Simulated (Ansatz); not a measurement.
Geometry optimisation, RKS PBE/def2-SVP (Ansatz 0.2.0).

The input (input.yaml):

```yaml
crystal:
  periodic: [false, false, false]
  atoms:
    - { symbol: C, position_ang: [-0.5461, 0.5498, -0.3379] }
    - { symbol: C, position_ang: [-0.6261, -0.5222, 0.7053] }
    - { symbol: "N", position_ang: [0.8237, -0.5849, 0.5975] }
    - { symbol: C, position_ang: [0.829, -0.0048, -0.7576] }
    - { symbol: H, position_ang: [-1.3823, 0.5608, -1.1215] }
    - { symbol: H, position_ang: [-0.5214, 1.6213, 0.0668] }
    - { symbol: H, position_ang: [-0.9823, -0.2322, 1.6924] }
    - { symbol: H, position_ang: [-1.0825, -1.4229, 0.3749] }
    - { symbol: H, position_ang: [1.3291, 0.0549, 1.311] }
    - { symbol: H, position_ang: [1.5431, 0.6997, -0.9915] }
    - { symbol: H, position_ang: [0.6812, -0.7766, -1.5189] }
basis:
  gaussian: { orbitals: def2-SVP }
hamiltonian:
  xc: pbe
relax:
  f_tol: 0.02
  max_steps: 50
output:
  orbitals: {}
```

Launched with:

```bash
$ ansatz run input.yaml --threads 2 --pin off --max-ram 3072MiB --backend cpu --events-out ev --progress --plain --runs-dir out
```

Where does it end, and by what steps?

The run converged. After 13 steps the energy has fallen by 0.763 eV; H9 moved furthest, 1.15 Å.

| step | energy less start (eV) | largest force component (eV/Å) | accepted |
| --- | --- | --- | --- |
| 0 | 0.0000 | 3.547 | yes |
| 1 | -0.5830 | 0.997 | yes |
| 2 | -0.6395 | 0.209 | yes |
| 3 | -0.6467 | 0.166 | yes |
| 4 | -0.6514 | 0.091 | yes |
| 5 | -0.6570 | 0.212 | yes |
| 6 | -0.6595 | 0.591 | yes |
| 7 | -0.7046 | 0.304 | yes |
| 8 | -0.7330 | 0.334 | yes |
| 9 | -0.7384 | 0.620 | yes |
| 10 | -0.7611 | 0.235 | yes |
| 11 | -0.7630 | 0.048 | yes |
| 12 | -0.7630 | 0.050 | yes |
| 13 | -0.7632 | 0.010 | yes |

```xyz
11
Properties=species:S:1:pos:R:3
C -0.694 0.467 -0.501
C -0.591 -0.344 0.814
N 0.666 -0.932 0.309
C 0.818 0.169 -0.662
H -1.309 -0.045 -1.266
H -1.005 1.527 -0.430
H -0.475 0.327 1.702
H -1.399 -1.075 1.041
H 1.424 -1.045 0.993
H 1.445 1.026 -0.312
H 1.185 -0.134 -1.668
```

The run took 26 s on 2 threads of Intel(R) Xeon(R) Platinum 8259CL CPU @ 2.50GHz (Skylake/Cascade Lake) (shared host), peak memory 0.19 GiB.
